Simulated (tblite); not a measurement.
System: H₃Si, doublet: map of symmetric stretch and umbrella angle. Scanned: Si-H bond length and angle between the Si-H bonds and the threefold axis (90 = planar).

Cartesian coordinates as functions of the variables (Å; names that start with a are angles):
```
Si  0  0  0
H  r*sin(a)*cos(0*2*pi/3+0)  r*sin(a)*sin(0*2*pi/3+0)  0+r*cos(a)
H  r*sin(a)*cos(1*2*pi/3+0)  r*sin(a)*sin(1*2*pi/3+0)  0+r*cos(a)
H  r*sin(a)*cos(2*2*pi/3+0)  r*sin(a)*sin(2*2*pi/3+0)  0+r*cos(a)
```

Level of theory: GFN2-xTB, 300 K electronic temperature (tblite 0.5.0).

Energy in kcal/mol above the lowest grid point; x is the Si-H bond length (Å), y the angle between the Si-H bonds and the threefold axis (90 = planar) (°).

| y \ x | 1.30 | 1.39 | 1.46 | 1.53 | 1.60 | 1.66 | 1.73 | 1.80 | 1.85 |
|---|---|---|---|---|---|---|---|---|---|
| 130 | 66.8 | 38.7 | 31.1 | 30.6 | 34.4 | 39.7 | 47.3 | 55.7 | 62.1 |
| 127.20 | 56.9 | 30.1 | 23.3 | 23.5 | 27.9 | 33.6 | 41.7 | 50.6 | 57.2 |
| 123.20 | 45.9 | 20.5 | 14.7 | 15.7 | 20.8 | 27.1 | 35.8 | 45.2 | 52.1 |
| 119.20 | 37.9 | 13.6 | 8.6 | 10.3 | 15.9 | 22.7 | 31.8 | 41.6 | 48.8 |
| 115.20 | 32.1 | 8.8 | 4.4 | 6.6 | 12.8 | 19.9 | 29.4 | 39.5 | 46.8 |
| 111.20 | 28.1 | 5.6 | 1.8 | 4.5 | 11.1 | 18.5 | 28.3 | 38.7 | 46.1 |
| 107.20 | 25.5 | 3.8 | 0.4 | 3.6 | 10.6 | 18.3 | 28.4 | 39.0 | 46.6 |
| 103.20 | 23.9 | 2.9 | 0.0 | 3.7 | 11.1 | 19.1 | 29.5 | 40.4 | 48.2 |
| 99.20 | 23.2 | 2.7 | 0.2 | 4.3 | 12.2 | 20.6 | 31.4 | 42.7 | 50.6 |
| 95.20 | 22.9 | 2.8 | 0.7 | 5.2 | 13.5 | 22.3 | 33.6 | 45.4 | 53.7 |
| 90 | 22.8 | 3.0 | 1.1 | 5.8 | 14.3 | 23.4 | 35.2 | 47.7 | 56.6 |

Points that lie below all their neighbours on the grid: x = 1.46, y = 103.20 (0.0 kcal/mol).
